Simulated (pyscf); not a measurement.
**Four-centre exchange: HO–Zn–Cl + H₂S → HO–SH + Cl–ZnH**

Gas phase, singlet surface, charge 0. Bonds broken: O1–Zn2, S5–H6. Bonds formed: O1–S5, Zn2–H6. Optimised with ωB97X-D3(BJ)/def2-SVP in PySCF.

Transition state (Å):

```xyz
7

O     -1.3112    -0.0501     0.1746
Zn     0.4427     0.6954     0.4487
Cl     1.6305     2.4308     0.1878
H     -1.9384     0.2333    -0.5135
S     -0.4041    -1.8612    -0.1985
H      0.4320    -1.0020     0.9024
H     -1.6467    -1.9122    -0.7924
```

One imaginary mode, 707i cm⁻¹; descent along it reached the two sides named, in the forms told below.

```
bond    change  reactant side (Å)  saddle  product side
------  ------  -----------------  ------  ------------
O1–Zn2  breaks              1.813   1.925         2.141
S5–H6   breaks              1.348   1.628           4.2
O1–S5    forms                3.0   2.060         1.684
Zn2–H6   forms                3.0   1.757         1.539
```

Electronic energies relative to the separated reactants (eV):

| level | barrier | reaction energy | reverse barrier |
|---|---|---|---|
| ωB97X-D3(BJ)/def2-TZVP | 2.87 | +1.61 | 1.26 |
| PBE/def2-TZVP | 2.48 | +1.52 | 0.96 |
| r²SCAN/def2-TZVP | 2.60 | +1.63 | 0.97 |
| B3LYP-D3(BJ)/def2-TZVP | 2.72 | +1.56 | 1.15 |
| PBE0-D3(BJ)/def2-TZVP | 2.69 | +1.58 | 1.11 |
| M06-2X/def2-TZVP | 2.81 | +1.68 | 1.14 |
| ωB97M-D3(BJ)/def2-TZVP | 2.88 | +1.56 | 1.32 |
| HF/def2-TZVP | 3.81 | +1.70 | 2.11 |

With ωB97M-D3(BJ)/def2-TZVP energies and thermal terms (ideal gas, 1 atm, RRHO with modes under 100 cm⁻¹ raised to 100, one conformer, R ln 2 for chiral ones without a mode under 150 cm⁻¹), in eV:

```csv
T (K),ΔH‡,ΔG‡,ΔH,ΔG
298,2.86,3.34,+1.56,+1.57
600,2.87,3.81,+1.55,+1.57
900,2.89,4.28,+1.56,+1.58
1200,2.92,4.74,+1.58,+1.59
```

On the reactant side the descent ends in an adduct with a S–Zn contact, 0.56 eV under the separated species and 3.44 eV under the saddle at ωB97X-D3(BJ)/def2-TZVP. On the product side the descent ends in an adduct with a O–Zn contact, 0.46 eV under the separated species and 1.72 eV under the saddle at ωB97X-D3(BJ)/def2-TZVP. What is counted as broken (O–Zn) persists as a longer contact in the product adduct; parting that adduct is a step of its own. The same reactants have a lower exit, to H₂O + HS–Zn–Cl (barrier -0.18 eV at ωB97M-D3(BJ)/def2-TZVP, against +2.88 eV here). This is the saddle that the search found; another between the same sides may lie lower. Elements up to Kr have no core potential and no relativistic terms here.
